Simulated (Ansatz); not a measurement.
System: N₂O, charge 0, triplet. This triplet is an excited state, 3.3 eV above the singlet at CCSD(T)/cc-pV5Z (Ansatz, a quantum-chemistry and plane-wave program). N2O (parent SMILES N#[N+][O-], triplet).
B3LYP-D3(BJ)/def2-TZVP minimum from Ansatz:
```xyz
3

N     -1.1232     0.1723     0.0496
N     -0.0717    -0.3827    -0.1387
O      1.0455     0.1842     0.0779
```
Charge 0, spin multiplicity 3.

Hartree-Fock and MP2 correlation energies in hartree (Ansatz). Open shells are spin-unrestricted; no spin-orbit coupling. Correlated methods leave the cores frozen. No relativity. The UHF reference of N2O (parent SMILES N#[N+][O-], triplet) is spin-contaminated (<S^2> up to 0.20 over the pure value in the sets run). The spin of N2O (parent SMILES N#[N+][O-], triplet) was assumed, and the state is the lowest solution found for it.

```csv
basis,X,E(HF),"E(corr, MP2)"
cc-pVTZ,3,-183.69124,-0.53055
cc-pVQZ,4,-183.70482,-0.57185
cc-pV5Z,5,-183.70815,withheld
```

Problem. Fit E(corr) = E∞ + A/X³ to X = 3 and 4, predict X = 5, and compare with the run.

Solution. A = (-0.53055 - (-0.57185))/(1/27 - 1/64) = 1.9288; E∞ = -0.57185 - A/64 = -0.60199; at X = 5, E∞ + A/125 = -0.58656. The run gave -0.58892, 2.36 mEh below the prediction. The same form on X = 4 and 5 gives E∞ = -0.60683, 4.84 mEh below the first estimate.
